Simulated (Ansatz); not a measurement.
The first iterations of a band of BH3O + H2S (8 atoms, charge 0, multiplicity 1).

Method: RKS PBE/def2-SVP (Ansatz 0.2.0).

```yaml
movable_images: 6
climbing_image: no
spring: 5.0 eV/Å²
optimiser: quadratic models (default)
start_path: through a guess of the saddle point
force_threshold: 0.03 eV/Å
iteration_limit: 60
end_points: relaxed
```

Initial state:

```xyz
8
Properties=species:S:1:pos:R:3
B 0.218 -0.458 0.162
H 0.975 -0.907 1.010
O 0.612 -0.301 -1.133
H 1.557 -0.504 -1.255
H -0.965 -0.264 0.383
S 0.653 2.265 1.411
H -0.070 1.682 2.406
H -0.478 2.599 0.731
```

Final state:

```xyz
8
Properties=species:S:1:pos:R:3
B -0.144 0.394 -0.576
H 0.708 -0.025 3.840
O 1.051 0.244 -1.216
H 1.057 -0.534 -1.801
H -1.081 -0.367 -0.733
S -0.394 1.775 0.570
H 0.855 2.306 0.428
H 0.450 0.320 3.201
```

| iteration | highest image above the first end (eV) | largest band force component (eV/Å) |
| --- | --- | --- |
| 1 | 49.697 | 230.611 |
| 2 | 20.146 | 91.939 |
| 3 | 9.906 | 54.890 |
| 4 | 4.564 | 27.927 |
| 5 | 2.152 | 11.561 |
| 6 | 1.269 | 4.546 |
| 7 | 1.652 | 3.120 |
| 8 | 1.105 | 2.910 |
| 9 | 0.967 | 3.292 |
| 10 | 0.939 | 2.159 |
| 11 | 0.894 | 0.684 |
| 12 | 0.782 | 0.532 |
| 13 | 0.698 | 1.256 |
| 14 | 0.611 | 0.616 |
| 15 | 0.475 | 0.390 |
| 16 | 0.299 | 0.534 |
| 17 | 0.261 | 0.345 |
| 18 | 0.228 | 0.250 |
| 19 | 0.241 | 0.242 |
| 20 | 0.255 | 0.267 |

Q: Does the band converge within its limit, and where does its top end?

A: The run ended unconverged. It ended after 60 iterations with the highest image 0.565 eV above the first end. The band didn't meet its force threshold, so its energies are provisional: the largest band force was still 0.10 eV/Å, and over the last iterations the top moved between 0.57 and 0.58 eV. Neighbouring images lie up to 1.9 Å apart, so the band is torn or far too coarse. The orbitals stay closed-shell, which can raise the energy where a bond breaks towards radicals; this wasn't checked here.

Run time: 8.6 min on 1 thread of Arm Neoverse V1, on a shared host, peak memory 0.11 GiB.
